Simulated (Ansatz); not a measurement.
Start from HgTe in the zinc blende structure (space group F-43m, No. 216; a = 6.573 Å).

Calculations: Ansatz (a quantum-chemistry and plane-wave program) r2SCAN, spin-orbit coupling left out.

Perturbation: full substitution Hg → Cd; the structure is relaxed again.

Measured lattice parameter a: HgTe 6.46 Å (room temperature; as listed in R. J. Cava et al., Journal of Materials Chemistry C (2013)); CdTe 6.48 Å (room temperature; as listed in M J Lucero, T M Henderson, G E Scuseria, Journal of Physics Condensed Matter (2012)).

### Question
How well does r2SCAN reproduce the measured shift?

### Answer
With r2SCAN the lattice parameter a moves by -0.016 Å (6.573 → 6.557) against +0.020 Å measured, the wrong sign.

No phonon test of stability was made. The final runs are not spin-polarised.
